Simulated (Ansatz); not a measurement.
in.yaml

```yaml
crystal:
  periodic: [false, false, false]
  atoms:
    - {symbol: Si, position_ang: [0.000000, 0.000000, 1.119398]}
    - {symbol: Al, position_ang: [0.000000, 0.000000, -1.038808]}
    - {symbol: H, position_ang: [0.000000, 1.259301, -1.691678]}
    - {symbol: H, position_ang: [0.000000, -1.259301, -1.691678]}
basis:
  gaussian: {orbitals: 6-31G}
magnetization: {spin_polarized: true, initial_magnetization: 3}
hamiltonian: {xc: {name: B3LYP}}
correlation: {method: ccsdt_q_b, electrons: outside_noble_gas}
scf: {lower_state_search: off}
```

```sh
$ ansatz run in.yaml --threads 1 --pin off --events-out ev --progress --plain --max-ram 2393MiB
```

Log:

```
these checks for a lower state are left out or cut short: stability, starts, cluster_reference, orbital_swaps, neighbouring_geometries, increment
617 factors; integrals over basis functions are off by at most 1.1e-7 eV
mean field evaluation 1: about -14501.6240 eV, gradient 6.6e0 eV
mean field evaluation 2: about -14501.6813 eV, gradient 6.4e0 eV
mean field evaluation 4: about -14502.0587 eV, gradient 9.2e-1 eV
mean field evaluation 8: about -14502.0706 eV, gradient 1.1e-2 eV
mean field evaluation 16: about -14502.0706 eV, gradient 6.7e-6 eV
mean field -14502.07062584 eV, -532.9412656431 hartree, gradient 6.7e-6 eV, S^2 3.750587; 0 other end points of the search recorded, 0 dependent functions left out
10 core orbitals not correlated: weight in the atoms' cores, before any rotation towards them, 1.000 or more for the frozen orbitals, at most 0.000 for the correlated occupied ones
reference -14471.38021852 eV, -531.8134139768 hartree; 6, 3 occupied and 14, 17 virtual orbitals, 617 factors
second order -1.53288650 eV of doubles, -0.15203840 eV of singles
cycle   1  -2.02948378 eV  change   -3.5e-1 eV  update   5.8e-2
cycle   2  -2.22454525 eV  change   -2.0e-1 eV  update   2.4e-2
cycle   3  -2.23624631 eV  change   -1.2e-2 eV  update   6.6e-3
cycle   4  -2.23939686 eV  change   -3.2e-3 eV  update   2.8e-3
cycle   5  -2.23940137 eV  change   -4.5e-6 eV  update   8.7e-4
cycle   6  -2.23913032 eV  change    2.7e-4 eV  update   3.7e-4
cycle   7  -2.23914425 eV  change   -1.4e-5 eV  update   1.4e-4
cycle   8  -2.23919728 eV  change   -5.3e-5 eV  update   5.2e-5
cycle   9  -2.23920545 eV  change   -8.2e-6 eV  update   2.2e-5
cycle  10  -2.23920151 eV  change    3.9e-6 eV  update   8.8e-6
cycle  11  -2.23920436 eV  change   -2.9e-6 eV  update   3.7e-6
cycle  12  -2.23920587 eV  change   -1.5e-6 eV  update   1.5e-6
cycle  13  -2.23920691 eV  change   -1.0e-6 eV  update   5.5e-7
perturbative correction -0.00123672 eV, -0.0000454485 hartree
Total energy: -14473.62066214 eV, -531.8957487613 hartree
Checks for a lower state left out: stability, starts, cluster_reference, orbital_swaps, neighbouring_geometries, increment
```

Ran on 1 thread of Arm Neoverse N1, shared host: 6.5 s wall, 0.13 GiB peak host memory.
